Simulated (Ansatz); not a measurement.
# Cohesive energies along the alkaline-earth metals

Computed with DFT, RPBE, plane waves (420 eV) with PAW, scalar-relativistic (Ansatz 0.2.0). The PAW files were generated under PBE, with cores re-solved for the functional.

The free atom is spin-polarised, without symmetry, in a box of 14 × 14.4 × 14.8 Å, in the lowest state that the tried spin starts reached (hybrids start from one state alone); no zero-point energy, no spin-orbit coupling, no dispersion.

Q: Rank by cohesive energy per atom, weakest first.
A. calcium (fcc)
B. beryllium (hcp)
C. strontium (fcc)
D. magnesium (hcp)
E. barium (bcc)

A: D (1.33 eV), C (1.43 eV), E (1.66 eV), A (1.73 eV), B (3.45 eV).
